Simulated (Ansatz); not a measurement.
A nudged elastic band was laid between two geometries of C$_{2}$H$_{7}$B (10 atoms, charge 0, multiplicity 1).

Computed with RKS PBE0/def2-SVP in Ansatz.

```
movable images  : 7
climbing image  : yes
spring          : 5.0 eV/Å²
optimiser       : quadratic models (default)
start path      : through a guess of the saddle point
force threshold : 0.05 eV/Å
iteration limit : 60
end points      : relaxed
```

Image 0:

```xyz
10
Properties=species:S:1:pos:R:3
B 0.338 -0.084 -0.049
C 0.672 0.035 1.475
H -0.194 -0.005 2.152
H 1.443 -0.679 1.806
H 1.137 1.035 1.595
H 1.259 -0.288 -0.819
C -1.106 0.029 -0.637
H -1.427 -1.024 -0.778
H -1.847 0.498 0.027
H -1.151 0.483 -1.638
```

Image 8:

```xyz
10
Properties=species:S:1:pos:R:3
B -0.049 -0.123 -1.753
C 1.192 -0.075 1.799
H 0.279 -0.648 2.010
H 1.992 -0.408 2.474
H 1.000 0.995 1.961
H 1.502 -0.240 0.756
C -1.444 0.088 -1.142
H -1.735 -0.812 -0.569
H -1.428 0.958 -0.461
H -2.186 0.265 -1.941
```

(1) Which bonds break or form, and what moves?

(2) Give the energies along the band, and the barrier.

(3) What is the geometry of the highest image?

The band took 16 iterations and about 2.2 core-minutes.

Results:

(1) Bonds broken: B1–C2, B1–H6. Bonds formed: C2–H6. C2H7B becomes CH3B + CH4.

(2) The run converged. The highest image is number 4 of 0 to 8, 4.25 eV above the first end and 0.71 eV above the last; the last end lies 3.55 eV above the first. Neighbouring images differ by up to 2.5 eV, so the band resolves the path poorly. A vibrational analysis at the climbing image gives one clearly imaginary mode, 1017i cm⁻¹: a first-order saddle point. The orbitals stay closed-shell, which can raise the energy where a bond breaks towards radicals; this wasn't checked here.

```json
{"image": "0", "path coordinate (Å)": "0.00", "energy (eV)": "0.00", "B1–C2 (Å)": "1.56", "B1–H6 (Å)": "1.22", "C2–H6 (Å)": "2.39"}
{"image": "1", "path coordinate (Å)": "0.67", "energy (eV)": "0.01", "B1–C2 (Å)": "1.56", "B1–H6 (Å)": "1.22", "C2–H6 (Å)": "2.41"}
{"image": "2", "path coordinate (Å)": "1.34", "energy (eV)": "0.10", "B1–C2 (Å)": "1.56", "B1–H6 (Å)": "1.21", "C2–H6 (Å)": "2.35"}
{"image": "3", "path coordinate (Å)": "2.02", "energy (eV)": "1.75", "B1–C2 (Å)": "1.65", "B1–H6 (Å)": "1.16", "C2–H6 (Å)": "1.85"}
{"image": "4", "path coordinate (Å)": "2.69", "energy (eV)": "4.25", "B1–C2 (Å)": "2.12", "B1–H6 (Å)": "1.30", "C2–H6 (Å)": "1.35"}
{"image": "5", "path coordinate (Å)": "3.27", "energy (eV)": "3.78", "B1–C2 (Å)": "2.62", "B1–H6 (Å)": "1.77", "C2–H6 (Å)": "1.13"}
{"image": "6", "path coordinate (Å)": "3.84", "energy (eV)": "3.60", "B1–C2 (Å)": "3.08", "B1–H6 (Å)": "2.25", "C2–H6 (Å)": "1.11"}
{"image": "7", "path coordinate (Å)": "4.42", "energy (eV)": "3.55", "B1–C2 (Å)": "3.50", "B1–H6 (Å)": "2.71", "C2–H6 (Å)": "1.10"}
{"image": "8", "path coordinate (Å)": "4.99", "energy (eV)": "3.55", "B1–C2 (Å)": "3.76", "B1–H6 (Å)": "2.95", "C2–H6 (Å)": "1.10"}
```

(3) 
```xyz
10
Properties=species:S:1:pos:R:3
B 0.413 -0.192 -0.739
C 0.781 -0.022 1.337
H -0.017 -0.686 1.692
H 1.726 -0.246 1.854
H 0.524 1.039 1.452
H 1.350 -0.314 0.154
C -1.114 0.093 -0.666
H -1.577 -0.854 -0.321
H -1.434 0.882 0.035
H -1.527 0.299 -1.664
```

Run time: 2.2 min on 1 thread of Intel(R) Xeon(R) 6975P-C (Granite Rapids), with other jobs on the host, peak memory 0.17 GiB.
